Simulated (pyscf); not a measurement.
cyclic H₃AsOSi (SMILES O1[SiH2][AsH]1) + hydrogen (H₂) -> H₃Si–O–AsH₂, a concerted two-bond exchange (singlet surface; As–Si, H–H broken, As–H, H–Si formed). Structures and frequencies: ωB97X-D3(BJ)/def2-SVP in PySCF. Energies in eV from the separated reactants.

Small-basis levels: PySCF, no dispersion term, spherical d functions. 

Q: Quick B3LYP/LANL2DZ single points give ΔE‡ = 2.11 eV and ΔE = -1.79 eV. What does ωB97M-D3(BJ)/def2-TZVP give, and how far is the quick result from it?

A: ωB97M-D3(BJ)/def2-TZVP gives ΔE‡ = 1.45 eV and ΔE = -1.48 eV. B3LYP/LANL2DZ lies 0.66 eV over it in the barrier and 0.31 eV under it in the reaction energy, so on this step it does not hold to within 0.13 eV. ωB97M-D3(BJ)/def2-TZVP has limits of its own. At the saddle there is also a short H–Si contact that neither side keeps. cyclic H₃AsOSi (SMILES O1[SiH2][AsH]1) lies 0.51 eV over its isomer HO–SiH=AsH (electronic energy, ωB97M-D3(BJ)/def2-TZVP). H₃Si–O–AsH₂ lies 0.46 eV over its isomer HO–SiH₂–AsH₂ (electronic energy, ωB97M-D3(BJ)/def2-TZVP). This is the saddle that the search found; another between the same sides may lie lower. In the def2 sets elements up to Kr have no core potential.
